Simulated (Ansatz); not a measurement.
# BNH₃ (doublet): from Hartree-Fock to the top rungs, def2-TZVPP

One table from this session's results is given with a row withheld; the runs are named, their logs left out.

Computed with Ansatz 0.2.0, Gaussian basis. Level: def2-TZVPP, core rule «outside noble gas», up to 2 orbitals frozen.

Plan: UHF; ROHF; CCSD(T) on UHF.

2 further runs of the same task are left out: 2 set aside as unsound or not needed.

### The geometry

The geometry is a PBE0/def2-TZVP stationary point (not a proven minimum).

5 atoms, charge 0, spin multiplicity 2.

Atoms are counted from 1 here; the program's logs count them from 0.

Bond lengths: B1–N2 1.374 Å, B1–H3 1.195 Å, N2–H4 1.011 Å, N2–H5 1.007 Å. Angles: N2–B1–H3 125.1°, B1–N2–H4 123.7°, B1–N2–H5 123.2°, H4–N2–H5 113.1°.

The first run:

Input file in.yaml:

```yaml
crystal:
  periodic: [false, false, false]
  atoms:
    - {symbol: B, position_ang: [0.000000, -0.179775, 0.786527]}
    - {symbol: N, position_ang: [0.000000, 0.067403, -0.564987]}
    - {symbol: H, position_ang: [0.000000, 0.657847, 1.639246]}
    - {symbol: H, position_ang: [0.000000, 0.995722, -0.965199]}
    - {symbol: H, position_ang: [0.000000, -0.661987, -1.258945]}
basis:
  gaussian: {orbitals: def2-TZVPP}
magnetization: {spin_polarized: true, initial_magnetization: 1}
hamiltonian: {xc: hf}
output: {orbitals: {seedname: orbitals}}
```

Run with:

```sh
$ ansatz run in.yaml --threads 1 --pin off --events-out ev --progress --plain --max-ram 4096MiB --backend cpu
```

Among the steps run: UHF; ROHF; CCSD(T) on UHF.

One table of the session follows, with a row left open; its other results are not shown here.

It belongs to the step «Misses and costs». 

| method | from UCCSD(T) (meV) |
| --- | --- |
| ROHF | +8927.6 |
| UHF | +8888.1 |
| UMP2 | ? |
| UCCSD | +311.6 |
| UCCSD(T) | 0 |

**Question.** Estimate the row for UMP2.

As computed: from UCCSD(T) (meV): +856.6. In the column «from UCCSD(T) (meV)» it lies between UCCSD (+311.6) and UHF (+8888.1).

With the free atoms at the same levels and basis (separate runs), the atomisation energy is 16.379 eV at UCCSD(T), 12.520 eV at ROHF.
